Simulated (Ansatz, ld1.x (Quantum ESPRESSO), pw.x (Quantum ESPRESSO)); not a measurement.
## pw.x on bcc Rb: one setting changed

Potential: norm-conserving Troullier–Martins (Kleinman–Bylander form), ld1.x (Quantum ESPRESSO) 7.5, PBEsol; core [Kr], reference 5s1 5p0; waves: 5s (bound): rc 4.10 bohr; 5p (bound, empty): rc 3.80 bohr; 4d channel at 0.15 Ry: rc 2.44 bohr; local part: all-electron potential smoothed inside 3.85 bohr (lloc = -2); core correction: a·sin(br)/r model core inside 3.75 bohr.

The reference run (k-mesh 8³, cutoffs 50/200 Ry, Fermi–Dirac 0.01 Ry, mixing_beta 0.4, conv_thr 1e-9, no spin) gives 0.03 GPa at 86.891 Å³/atom, where all-electron LAPW gives -0.00 GPa. This run, with its own iteration cap, changes k-mesh points per axis to 6.

```
&control
  calculation='scf', prefix='x', pseudo_dir='./', outdir='./tmp', tstress=.true., disk_io='none'
/
&system
  ibrav=0, nat=1, ntyp=1, ecutwfc=50, ecutrho=200, nbnd=7,
  occupations='smearing', smearing='fd', degauss=0.01
/
&electrons
  conv_thr=1e-09, mixing_beta=0.4, electron_maxstep=70
/
ATOMIC_SPECIES
Rb 1.0 Rb.UPF
CELL_PARAMETERS angstrom
  -2.79021885 2.79021885 2.79021885
  2.79021885 -2.79021885 2.79021885
  2.79021885 2.79021885 -2.79021885
ATOMIC_POSITIONS crystal
Rb 0.0000 0.0000 0.0000
K_POINTS automatic
6 6 6 0 0 0
```

```bash
pw.x < Rb.scf.in > Rb.scf.out
```

Task: How does the run end?

Result: It converges in 5 iterations; the free energy moves by +3.0 meV/atom and the pressure by +0.01 GPa.

```
Message from routine setup:
     using ibrav=0 with symmetry is DISCOURAGED, use correct ibrav instead
     lattice parameter (alat)  =       9.1327  a.u.
     unit-cell volume          =     586.3695 (a.u.)^3
     number of electrons       =         1.00
     number of Kohn-Sham states=            7
     kinetic-energy cutoff     =      50.0000  Ry
     charge density cutoff     =     200.0000  Ry
     scf convergence threshold =      1.0E-09
     Exchange-correlation= PBESOL
     number of k points=    16  Fermi-Dirac smearing, width (Ry)=  0.0100
     iteration #  1     ecut=    50.00 Ry     beta= 0.40
     total energy              =      -0.55076278 Ry
     estimated scf accuracy    <       0.00045293 Ry
     iteration #  2     ecut=    50.00 Ry     beta= 0.40
     total energy              =      -0.55080303 Ry
     estimated scf accuracy    <       0.00016686 Ry
     iteration #  3     ecut=    50.00 Ry     beta= 0.40
     total energy              =      -0.55080487 Ry
     estimated scf accuracy    <       0.00000001 Ry
     iteration #  4     ecut=    50.00 Ry     beta= 0.40
     total energy              =      -0.55080511 Ry
     estimated scf accuracy    <          2.6E-09 Ry
     iteration #  5     ecut=    50.00 Ry     beta= 0.40
     the Fermi energy is    -0.3756 ev
!    total energy              =      -0.55080511 Ry
     estimated scf accuracy    <          4.3E-10 Ry
     smearing contrib. (-TS)   =      -0.00447754 Ry
     The total energy is F=E-TS. E is the sum of the following terms:
     one-electron contribution =       0.25519875 Ry
     hartree contribution      =       0.00170228 Ry
     xc contribution           =      -0.45813033 Ry
     ewald contribution        =      -0.34509828 Ry
     convergence has been achieved in   5 iterations
          total   stress  (Ry/bohr**3)                   (kbar)     P=        0.34
     Message from routine punch:
     Nothing written, as per user request (disk_io='none')
```

The run took about 5.4 s on one core of a shared host (Neoverse-V2, 96 threads, 742 GiB, load 68).
